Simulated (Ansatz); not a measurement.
A run of Ansatz (development build ahead of 0.2.0) on singlet CH₃N at this shape:

```xyz
5

C    -0.0063   -0.0479   -0.6762
N     0.0275   -0.1259    0.6835
H     0.0302    0.9156    1.1040
H     0.0020   -1.0252   -1.2173
H    -0.0718    0.8510   -1.2373
```

Its results:

* Converged: yes
* Reference energy: -94.01461 hartree
* Correlation energy: -0.31397 hartree
* Total energy: -94.32858 hartree
* Spin squared of the determinant: 0.000

(1) Which input gives this output? Name the method, the orbitals and the basis set, and write the input.

Results:

(1) RHF-MP2 in cc-pVDZ. An unrestricted run that stays on the closed shell gives the same numbers.

```yaml
crystal:
  periodic: [false, false, false]
  atoms:
    - { symbol: C, position_ang: [-0.0063, -0.04792, -0.67624] }
    - { symbol: "N", position_ang: [0.02747, -0.12593, 0.68353] }
    - { symbol: H, position_ang: [0.03017, 0.91562, 1.10401] }
    - { symbol: H, position_ang: [0.00198, -1.02525, -1.21727] }
    - { symbol: H, position_ang: [-0.07185, 0.85099, -1.2373] }
basis:
  gaussian: { orbitals: cc-pVDZ }
hamiltonian:
  xc: hf
correlation:
  method: mp2
  frozen_orbitals: { C: 1, H: 0, "N": 1 }
```
